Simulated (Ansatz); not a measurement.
## Basis-set limit of CHClN, doublet

| atom | x (Å) | y (Å) | z (Å) |
| --- | --- | --- | --- |
| Cl | 0.0000 | 0.0000 | -2.0650 |
| H | 0.0000 | 0.0000 | -0.4250 |
| N | 0.0000 | 0.0000 | 1.8251 |
| C | 0.0000 | 0.0000 | 0.6650 |

Connectivity, by distances: Cl ··· N–C, 1 bridging H.

Ansatz 0.2.0, UHF determinant, valence electrons correlated. Energies in eV.

```json
{"set": "def2-TZVPP", "X": "3", "functions": "118", "Hartree–Fock": "-15030.1400", "MP2 correlation": "-13.9423", "CCSD(T) correlation": "-15.5131", "time": "16 s on 1 × NVIDIA H100 80GB HBM3 with 1 thread of AMD EPYC 7R13 Processor (Zen 3) (shared host)"}
{"set": "def2-QZVPP", "X": "4", "functions": "214", "Hartree–Fock": "-15030.5824", "MP2 correlation": "-15.0314", "CCSD(T) correlation": "-16.5504", "time": "26 s on 1 × NVIDIA H100 80GB HBM3 with 1 thread of AMD EPYC 7R13 Processor (Zen 3) (shared host)"}
```

Hartree–Fock is taken to follow E(X) = E∞ + A·exp(−7.88·√X), correlation E(X) = E∞ + B·X^−2.97.

**Question.** Work out the CCSD(T) energy at the limit, and how far the shortcut misses it that extrapolates MP2 and adds CCSD(T) minus MP2 from the smaller set.

**Answer.** Hartree–Fock: E∞ = E4 + 0.1377·(E4 − E3) = -15030.6433. Correlation: E∞ = E4 + 0.7407·(E4 − E3) = -17.3188 for CCSD(T) and -15.8382 for MP2. The limit is -15047.9621 eV, 0.829 eV below def2-QZVPP. The shortcut gives a correlation energy of -15.8382 + (-1.5708) = -17.4090, 90 meV lower than the direct value.

Past Ne part of the Hartree–Fock step between the two sets comes from the cores, which don't follow the formula, so the 61 meV that it adds to the total can overshoot; that part largely cancels in differences.
